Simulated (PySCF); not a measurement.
This PySCF input asks for the NMR shieldings of `CNC`, C2H7N; the geometry comes from PBE0-D3(BJ)/def2-TZVP.

```python
import basis_set_exchange as bse
import numpy as np
from pyscf import gto, dft
from pyscf.prop import nmr

atoms = """
C    -1.194195   -0.034397   -0.146385
N     0.059618    0.681359   -0.186760
C     1.200124   -0.176200    0.036304
H    -1.237139   -0.741144   -0.980374
H    -2.026091    0.663019   -0.262440
H    -1.352222   -0.610982    0.781593
H     0.051389    1.427138    0.496068
H     1.284639   -0.890868   -0.787788
H     1.147305   -0.759090    0.972139
H     2.116190    0.417449    0.052808
"""
names = dict.fromkeys(["C", "N", "H"], "pcSseg-2")
basis = {el: gto.basis.parse(bse.get_basis(n, elements=[el], fmt="nwchem")) for el, n in names.items()}
mol = gto.M(atom=atoms, basis=basis, charge=0, verbose=0)
mf = dft.RKS(mol, xc="GGA_XC_KT3")
mf.grids.level = 2
mf.grids.alignment = dft.numint.BLKSIZE   # the property module wants whole blocks of grid points
mf.conv_tol = 1e-9
mf.kernel()

calc = nmr.RKS(mf)   # GIAO
sigma = calc.kernel()   # uncoupled for a functional without exact exchange
for i, s in enumerate(sigma):   # ppm
    w = np.linalg.eigvalsh((s + s.T) / 2)
    print("%2d %-2s iso %8.1f  s11 %8.1f  s22 %8.1f  s33 %8.1f" % (i, mol.atom_pure_symbol(i), w.mean(), *w))
```

Question: What does it print?

Answer: 
```
 0 C  iso    140.6  s11    112.7  s22    127.1  s33    182.0
 1 N  iso    222.0  s11    192.2  s22    209.7  s33    264.1
 2 C  iso    140.6  s11    112.7  s22    127.1  s33    182.0
 3 H  iso     29.3  s11     25.7  s22     27.7  s33     34.6
 4 H  iso     28.8  s11     25.0  s22     26.8  s33     34.5
 5 H  iso     29.2  s11     25.3  s22     27.3  s33     34.9
 6 H  iso     31.7  s11     22.5  s22     31.9  s33     40.8
 7 H  iso     29.3  s11     25.7  s22     27.7  s33     34.6
 8 H  iso     29.2  s11     25.3  s22     27.3  s33     34.9
 9 H  iso     28.8  s11     25.0  s22     26.8  s33     34.5
```

These numbers come from an equivalent density-fitted implementation of the same equations, which agrees with the script to about 0.01 ppm for H and up to a few tenths of a ppm for heavy atoms, so last digits may differ.

Question: Turn these shieldings into chemical shifts. Referencing at the same level of theory: TMS for ¹³C (183.24 ppm) and ¹H (31.63 ppm); NH3 for ¹⁵N (261.05 ppm).

Answer: Averaging equivalent atoms: C 0/2: 42.6; N 1: 39.0; H 3/4/5/7/8/9: 2.54; H 6: -0.10 ppm. Experimental scales use liquid or dissolved standards, which lie at an offset from isolated NH3 (liquid NH3: subtract about 20 ppm).

Size and cost of the density-fitted run: 206 basis functions, 14 s wall time on 1 thread of an Arm Neoverse V2, shared host; peak memory 0.9 GiB.
